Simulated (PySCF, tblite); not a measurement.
**Question.** What does the GFN2-xTB structure of `c1(ccnc(F)c1)F` (2,4-difluoropyridine) look like in three dimensions?

**Answer.** 
Z-matrix in Å and degrees, rows numbered from 1:
```
F 
C   1  1.3393
C   2  1.3878  1  119.68
C   3  1.3844  2  117.09  1  -179.98
N   4  1.3226  3  123.38  2    -0.05
C   5  1.3110  4  117.79  3     0.05
F   6  1.3342  5  116.09  4  -179.99
C   2  1.3830  1  119.36  3   180.00
H   3  1.0770  2  120.82  1     0.01
H   4  1.0803  3  121.26  2   179.96
H   8  1.0767  2  122.45  1     0.05
```

The 6-membered ring C2–C3–C4–N5–C6–C8 has internal angles of 115.5° to 125.3°; it is planar, 0.00 Å rms from its mean plane, widest ring torsion 0°. The 8 heavy atoms lie in one plane (0.000 Å rms).

The geometry is computed with GFN2-xTB (gas phase).

Point group: Cs (tolerance 0.08 Å). No GFN2-xTB frequencies stand behind this structure, so it isn't proved a minimum.


Question: What does the GFN2-xTB structure of `O=C1C=C1` (cyclopropenone) look like in three dimensions?

Answer: 
Z-matrix in Å and degrees, rows numbered from 1:
```
O 
C   1  1.1895
C   2  1.4313  1  151.87
C   3  1.3490  2   61.88  1   179.93
H   3  1.0675  2  153.34  4  -179.87
H   4  1.0674  2  153.29  3  -179.96
```

The 4 heavy atoms lie in one plane (0.000 Å rms). The C–C distances run from 1.349 Å (C3–C4, drawn aromatic) to 1.431 Å (C2–C3, drawn aromatic), a spread of 0.082 Å. The 3-membered ring C2–C3–C4 has internal angles of 56.2° to 61.9°.

The geometry is computed with GFN2-xTB (gas phase).

Point group: C2v (every atom within 0.08 Å of its image). Its GFN2-xTB frequencies are all real (lowest 476 cm⁻¹).
